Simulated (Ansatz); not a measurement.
**C2H3O radical (SMILES [CH2]C=O): single points off equilibrium**

The task here is to estimate one member of a computed series from the others.

Method: single points in def2-TZVPP; program: Ansatz 0.2.0, Gaussian basis.

Correlated methods freeze the cores. Orbitals are unrestricted. B3LYP uses VWN-RPA correlation.

## The starting structure

SMILES `[CH2]C=O`, 6 atoms, charge 0, spin multiplicity 2.

Atoms are counted from 1 here; the program's logs count them from 0.

Bond lengths: C1–C2 1.348 Å, C1–H4 1.078 Å, C1–H5 1.098 Å, C2–O3 1.273 Å, C2–H6 1.125 Å. Angles: C2–C1–H4 125.3°, C2–C1–H5 119.5°, H4–C1–H5 115.2°, C1–C2–O3 119.3°, C1–C2–H6 121.4°, O3–C2–H6 119.3°.

Coordinates:

```xyz
6
charge 0, multiplicity 2
C    -0.47520    0.19160   -0.45030
C     0.48650   -0.20830    0.40470
O     0.21300   -1.09000    1.28120
H    -1.49470   -0.15950   -0.45080
H    -0.24230    0.95110   -1.20880
H     1.51600    0.24450    0.38310
```

Set-up of the first run:

File run/in.yaml:

```yaml
crystal:
  periodic: [false, false, false]
  atoms:
    - {symbol: C, position_ang: [-0.475200, 0.191600, -0.450300]}
    - {symbol: C, position_ang: [0.486500, -0.208300, 0.404700]}
    - {symbol: O, position_ang: [0.213000, -1.090000, 1.281200]}
    - {symbol: H, position_ang: [-1.494700, -0.159500, -0.450800]}
    - {symbol: H, position_ang: [-0.242300, 0.951100, -1.208800]}
    - {symbol: H, position_ang: [1.516000, 0.244500, 0.383100]}
basis:
  gaussian: {orbitals: def2-TZVPP}
magnetization: {spin_polarized: true, initial_magnetization: 1}
correlation: {method: ccsd_t}
scf: {omitted_lower_state_checks: [cluster_reference]}
output: {forces: true}
```

No record of the launch command was kept for these runs.

Steps of the session up to this table: CCSD(T)/def2-TZVPP; PBE0-D4/def2-TZVPP; wB97M-V/def2-TZVPP; r2SCAN-D4/def2-TZVPP; PBE-D4/def2-TZVPP; B3LYP-D4/def2-TZVPP; r2SCANh-D4/def2-TZVPP.

One of the session's tables, all rows but one given; the rest of the session is left out.

| method | RMS force component (eV/Å) | angle to CCSD(T) forces (°) | dipole (D) |
| --- | --- | --- | --- |
| CCSD(T) | 1.311 | reference | 2.83 |
| PBE0-D4 | 1.208 | 9.7 | 2.93 |
| wB97M-V | 1.225 | 7.5 | 3.00 |
| r2SCAN-D4 | 1.215 | 6.2 | 2.87 |
| PBE-D4 | ? | ? | ? |
| B3LYP-D4 | 1.152 | 5.6 | 2.95 |
| r2SCANh-D4 | 1.230 | 8.1 | 2.89 |

Q: Estimate the row for PBE-D4 from the others.

The run gave: RMS force component (eV/Å): 1.135; angle to CCSD(T) forces (°): 7.9; dipole (D): 2.84. In the column «RMS force component (eV/Å)» it is the lowest.

Caveats from the session: The unrestricted reference is spin-contaminated, which hurts MP2 most.
